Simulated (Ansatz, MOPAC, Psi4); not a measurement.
Species: lithium fluoride, LiF, net charge 0, singlet state. SMILES: [Li][F]
Coordinates optimised at B3LYP-D3(BJ)/def2-TZVP (Ansatz, a first-principles code):
```
Li
F 1 1.5615
```

Quantity: enthalpy of formation at 298 K, in kcal/mol. Terms: non-relativistic; LANL2DZ all-electron up to Ne; 6-31G* and kin with 6d, 5d where marked; 6-311+G** with 5d; valence correlation only; PM7 with its own dispersion and hydrogen-bond terms; no spin-orbit coupling; open shells spin-unrestricted. CBS marks a two-point X^-3 extrapolation of the correlation energy; Hartree-Fock from the larger set. Ab initio and DFT rows: single points at B3LYP-D3(BJ) geometries (Ansatz), with unscaled harmonic terms from B3LYP/6-31G* at its own minima, enthalpies of formation by atomisation with measured atoms. Semi-empirical rows: MOPAC heats of formation at their own minima for 298 K.

Measured values: G2/97 table in ASE (Curtiss et al.); they hold spin-orbit and core effects, anharmonicity. 

Value to compare with, the measured value: -80.1 kcal/mol.

| level | program | enthalpy of formation at 298 K (kcal/mol) | error |
|---|---|---|---|
| PM3 | MOPAC | -67.7 | 12.4 |
| PM7 | MOPAC | -81.4 | -1.3 |
| HF/LANL2DZ | Ansatz | -24.1 | 56.0 |
| HF/6-31G* | Ansatz | -29.0 | 51.1 |
| BLYP/6-31G* | Ansatz | -79.5 | 0.6 |
| B3LYP/LANL2DZ | Ansatz | -68.2 | 11.9 |
| B3LYP/6-31G* | Ansatz | -74.9 | 5.2 |
| PBE0/6-311+G** | Ansatz | -73.1 | 7.0 |
| wB97X-D/6-311+G** | Psi4 | -114.7 | -34.6 |
| MP2/6-31G* | Ansatz | -72.8 | 7.3 |
| B3LYP/def2-TZVPD | Ansatz | -78.2 | 1.9 |
| CCSD(T)/CBS(def2-TZVPPD,def2-QZVPPD) | Ansatz | -79.9 | 0.2 |

Among the 10 habitual levels, HF/LANL2DZ lies farthest from the measured value (56.0 kcal/mol); 8 of 10 lie above it, and their mean absolute error is 18.7 kcal/mol, the median 9.6. One case shows no general order.

The levels are drawn from those run, B3LYP/6-31G* more often than the rest, none by its result; runs whose electronic state is in doubt are left out.
